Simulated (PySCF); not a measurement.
Job file and geometry (Å, from GFN2-xTB) of a spin–spin coupling run on Nitrous acid (SMILES O=NO), PySCF, B3LYP/pcJ-1 indirect spin-spin coupling, non-relativistic, gas phase; density fitting, a coarse starting grid and PySCF grid level 2 are the driver's defaults:

```
{"job": {"kind": "j", "xc": "B3LYP", "basis": "pcJ-1"}, "charge": 0, "multiplicity": 1}
O      1.184772    -0.522345    -0.065941
N      0.611154     0.524553    -0.045069
O     -0.715076     0.460813     0.029368
H     -1.070617    -0.458248     0.058788
```

Question: What does the program print?

Answer: 
```
coarse grid: 3856 points
cycle   1  E = -205.5164039751  dE =  5.686e-01  |g| = 9.329e-01  |ddm| = 1.895e+00
cycle   2  E = -205.0235390608  dE =  4.929e-01  |g| = 1.944e+00  |ddm| = 1.232e+00
cycle   3  E = -205.6370444459  dE = -6.135e-01  |g| = 3.825e-01  |ddm| = 9.616e-01
cycle   4  E = -205.6583871951  dE = -2.134e-02  |g| = 1.632e-01  |ddm| = 2.792e-01
cycle   5  E = -205.6630130510  dE = -4.626e-03  |g| = 2.240e-02  |ddm| = 1.005e-01
cycle   6  E = -205.6631081861  dE = -9.514e-05  |g| = 6.080e-03  |ddm| = 1.980e-02
cycle   7  E = -205.6631148192  dE = -6.633e-06  |g| = 8.034e-04  |ddm| = 3.967e-03
final grid: 38784 points
cycle   8  E = -205.7037726031  dE = -7.857e-05  |g| = 5.994e-03  |ddm| = 5.959e-03
cycle   9  E = -205.7037456264  dE =  2.698e-05  |g| = 1.370e-02  |ddm| = 8.685e-03
cycle  10  E = -205.7037773866  dE = -3.176e-05  |g| = 1.496e-03  |ddm| = 6.951e-03
cycle  11  E = -205.7037776118  dE = -2.252e-07  |g| = 1.038e-03  |ddm| = 1.299e-03
cycle  12  E = -205.7037777978  dE = -1.860e-07  |g| = 4.229e-05  |ddm| = 4.889e-04
cycle  13  E = -205.7037777981  dE = -3.162e-10  |g| = 1.144e-05  |ddm| = 3.569e-05
converged SCF energy = -205.7037777981

Indirect spin-spin couplings (Hz)
  i      j    bonds     total        FC       PSO       DSO        SD
  0 O    1 N    1    -56.869   -30.232   -24.045     0.019    -2.611
  0 O    2 O    2    -15.760     2.027   -18.333    -0.049     0.596
  0 O    3 H    3      2.140    -4.269     5.105     0.076     1.228
  1 N    2 O    1    -51.315   -42.255    -7.957     0.044    -1.147
  1 N    3 H    2     -0.531    -2.206     1.187     0.357     0.131
  2 O    3 H    1    -46.799   -38.906    -7.750    -0.319     0.176
```

Size and cost of the density-fitted run: 91 basis functions, 3.8 s wall time on 1 thread of an Arm Neoverse N1, shared host.
